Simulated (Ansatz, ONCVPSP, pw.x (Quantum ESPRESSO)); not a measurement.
**pw.x on fcc Ca: one setting changed**

Potential: optimised norm-conserving Vanderbilt (ONCV), ONCVPSP 4.0.1, PBE; core [Ne], reference 3s2 3p6 3d0.5 4s1.5; waves: 3s+4s: rc 2.20 bohr, ncon 5, nbas 10, qcut 5.1 1/bohr, 2 projectors; 3p: rc 2.00 bohr, ncon 5, nbas 9, qcut 6.8 1/bohr, 2 projectors, debl 2.5 Ha; 3d: rc 2.00 bohr, ncon 4, nbas 8, qcut 7.8 1/bohr, 2 projectors, debl 2.1 Ha; local part: polynomial inside 1.85 bohr (lpopt 5, dvloc0 4 Ha); core correction: none.

The reference run (k-mesh 10³, cutoffs 60/240 Ry, Fermi–Dirac 0.01 Ry, mixing_beta 0.4, conv_thr 1e-9, no spin) gives 0.01 GPa at 42.272 Å³/atom, where all-electron LAPW gives -0.01 GPa. This run, with its own iteration cap, changes degauss to 0.02.

```
&control
  calculation='scf', prefix='x', pseudo_dir='./', outdir='./tmp', tstress=.true., disk_io='none'
/
&system
  ibrav=0, nat=1, ntyp=1, ecutwfc=60, ecutrho=240, nbnd=12,
  occupations='smearing', smearing='fd', degauss=0.02
/
&electrons
  conv_thr=1e-09, mixing_beta=0.4, electron_maxstep=50
/
ATOMIC_SPECIES
Ca 1.0 Ca.UPF
CELL_PARAMETERS angstrom
  0.00000000 2.76486714 2.76486714
  2.76486714 0.00000000 2.76486714
  2.76486714 2.76486714 0.00000000
ATOMIC_POSITIONS crystal
Ca 0.0000 0.0000 0.0000
K_POINTS automatic
10 10 10 0 0 0
```

```bash
pw.x < Ca.scf.in > Ca.scf.out
```

Task: How does the run end?

Result: It converges in 8 iterations; the free energy moves by -110.5 meV/atom and the pressure by +0.12 GPa. In a metal, with Fermi–Dirac smearing, F lies below its zero-width value by a term in the square of the width.

```
Message from routine setup:
     using ibrav=0 with symmetry is DISCOURAGED, use correct ibrav instead
     lattice parameter (alat)  =       7.3890  a.u.
     unit-cell volume          =     285.2656 (a.u.)^3
     number of electrons       =        10.00
     number of Kohn-Sham states=           12
     kinetic-energy cutoff     =      60.0000  Ry
     charge density cutoff     =     240.0000  Ry
     scf convergence threshold =      1.0E-09
     Exchange-correlation= PBE
     number of k points=    47  Fermi-Dirac smearing, width (Ry)=  0.0200
     iteration #  1     ecut=    60.00 Ry     beta= 0.40
     total energy              =     -74.12651347 Ry
     estimated scf accuracy    <       0.01315158 Ry
     iteration #  2     ecut=    60.00 Ry     beta= 0.40
     total energy              =     -74.12636402 Ry
     estimated scf accuracy    <       0.00252867 Ry
     iteration #  3     ecut=    60.00 Ry     beta= 0.40
     total energy              =     -74.12663614 Ry
     estimated scf accuracy    <       0.00018280 Ry
     [... 2 iterations left out ...]
     iteration #  6     ecut=    60.00 Ry     beta= 0.40
     total energy              =     -74.12665124 Ry
     estimated scf accuracy    <          3.6E-09 Ry
     iteration #  7     ecut=    60.00 Ry     beta= 0.40
     total energy              =     -74.12665124 Ry
     estimated scf accuracy    <          1.1E-09 Ry
     iteration #  8     ecut=    60.00 Ry     beta= 0.40
     the Fermi energy is     4.9158 ev
!    total energy              =     -74.12665124 Ry
     estimated scf accuracy    <          2.9E-10 Ry
     smearing contrib. (-TS)   =      -0.02177436 Ry
     The total energy is F=E-TS. E is the sum of the following terms:
     one-electron contribution =     -40.51157905 Ry
     hartree contribution      =      20.45538894 Ry
     xc contribution           =     -10.17307896 Ry
     ewald contribution        =     -43.87560781 Ry
     convergence has been achieved in   8 iterations
          total   stress  (Ry/bohr**3)                   (kbar)     P=        1.25
     Message from routine punch:
     Nothing written, as per user request (disk_io='none')
```

The run took about 14 s on one core of a shared host (Intel(R) Xeon(R) Platinum 8488C, 96 threads, 744 GiB, load 47).
